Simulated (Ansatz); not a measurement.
NP (`N#P`), 2 atoms. Total charge 0; spin multiplicity 1. All runs use 2 threads of an AMD EPYC 7R13 on a shared host. Correlated methods freeze the cores. Open-shell runs search over several starts.

(1) How many basis functions does each run have, and how long does it take in Ansatz? RHF-CCSD(T)/def2-SVP energy; RKS ωB97M-V/def2-TZVPP energy and forces; RHF-CCSD(T)/def2-TZVPP energy; RHF-CCSD(T)/cc-pV(T+d)Z energy; UHF-CCSD(T)/def2-QZVPP energy of the cation; UKS PBE-D4/def2-TZVPP energy of the cation; RKS B2PLYP (frozen core)/def2-TZVPP energy; RKS PBE0-D4/def2-TZVP frequencies; RHF-CCSD(T)/def2-QZVPP energy; RKS ωB97M-V/def2-QZVPP energy; UKS r2SCAN-D4/def2-TZVPP energy of the cation; RKS PBE0-D4/def2-TZVP relaxation (5 steps). (Best estimate.)

## Answers

(1) Ansatz gave: Other jobs shared the machine, so times are rough.

```
                              level                   job  functions  wall time  peak host memory (GiB)
               RHF-CCSD(T)/def2-SVP                energy         32      0.2 s                    0.18
RKS B2PLYP (frozen core)/def2-TZVPP                energy         73     0.45 s                    0.18
             RHF-CCSD(T)/def2-TZVPP                energy         73     0.61 s                    0.19
            RHF-CCSD(T)/cc-pV(T+d)Z                energy         69     0.75 s                    0.18
              UKS PBE-D4/def2-TZVPP  energy of the cation         73     0.91 s                    0.18
             RKS ωB97M-V/def2-TZVPP     energy and forces         73        1 s                    0.18
             RKS ωB97M-V/def2-QZVPP                energy        127      1.6 s                    0.23
              RKS PBE0-D4/def2-TZVP  relaxation (5 steps)         68        2 s                    0.18
           UKS r2SCAN-D4/def2-TZVPP  energy of the cation         73      2.1 s                    0.18
             RHF-CCSD(T)/def2-QZVPP                energy        127      2.4 s                    0.51
              RKS PBE0-D4/def2-TZVP           frequencies         68        5 s                    0.18
             UHF-CCSD(T)/def2-QZVPP  energy of the cation        127       14 s                     0.9
```
